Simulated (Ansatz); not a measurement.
Worked example: C3H7FO → C3H6O + HF

Species: C3H7FO (2-fluoroethyl methyl ether) `COCCF`, singlet; C3H6O (methoxyethene) `C=COC`, singlet; HF (hydrogen fluoride), singlet. 

Shapes, held fixed at every level: PBE0-D4/def2-TZVP. Flexible molecules stand in one conformer, not always the lowest. Programs: Ansatz 0.2.0. The zero-point and thermal change to 298 K, harmonic and unscaled (PBE0-D4/def2-TZVP), is -12.1 kJ/mol.

At CCSD(T)/CBS estimate; 1 Eh = 2625.50 kJ/mol:

```
species  energy (Eh)
 C3H7FO  -293.306276
  C3H6O  -192.899865
     HF  -100.395703
```

**Question.** Work out ΔH(298 K) of the reaction at this level.

**Answer.** 
1. Products less reactants: (-192.899865) + (-100.395703) − [(-293.306276)] = 0.010708 Eh = +28.1 kJ/mol.
2. With the thermal change: +28.1 + (-12.1) = +16.0 kJ/mol.

Other levels give +17.6 (B2PLYP/def2-TZVPP) to +35.8 kJ/mol (MP2/def2-SVP). No measured value is set beside it here. The CBS estimate extrapolates MP2 from def2-TZVPP and def2-QZVPP and adds CCSD(T) − MP2 in the triple-zeta set, cores frozen.
